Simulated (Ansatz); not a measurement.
[GeH3···H···CH3], doublet in cc-pVDZ: errors against UCCSDT(Q)

Geometry: a point of a hydrogen-transfer path between rigid fragments, not a stationary point.

```yaml
atoms:
  - { symbol: Ge, position_ang: [-0.4877, 0.0000, 0.0000] }
  - { symbol: H, position_ang: [-0.9992, 1.4466, 0.0000] }
  - { symbol: H, position_ang: [-0.9992, -0.7233, 1.2528] }
  - { symbol: H, position_ang: [-0.9992, -0.7233, -1.2528] }
  - { symbol: H, position_ang: [1.0466, 0.0000, 0.0000] }
  - { symbol: C, position_ang: [2.4873, 0.0000, 0.0000] }
  - { symbol: H, position_ang: [2.4873, -1.0800, 0.0000] }
  - { symbol: H, position_ang: [2.4873, 0.5400, 0.9353] }
  - { symbol: H, position_ang: [2.4873, 0.5400, -0.9353] }
```

Basis cc-pVDZ; Ansatz 0.2.0. Only valence electrons are correlated (noble-gas cores and the filled d shells of p-block atoms frozen), which leaves 15 electrons in 61 orbitals. Prefix R: restricted or restricted open-shell reference; prefix U: unrestricted. No spin–orbit coupling is included, and no scalar relativity.

Full CI isn't at hand for all of this; UCCSDT(Q) serves as the reference, and is uncertain by about the last step of the cluster series.

```
UHF ⟨S²⟩                          : 0.778
T1 diagnostic (RCCSD)             : 0.0209
largest doubles amplitude (RCCSD) : 0.036
T1 diagnostic (UCCSD)             : 0.0148
```

From what is known of these methods and the diagnostics, rank them by the size of their error in total energy against UCCSDT(Q) in cc-pVDZ, smallest first (an estimate: the text doesn't fix the numbers).
A. UMP2
B. UCCSDT
C. UCCSD(T)
D. UHF
E. UCCSD

B (0.19 kcal/mol), C (0.91 kcal/mol), E (5.30 kcal/mol), A (37.21 kcal/mol), D (199.10 kcal/mol).

All errors are against UCCSDT(Q) in cc-pVDZ. Within each family the higher level lies nearer, as is usual though not guaranteed.
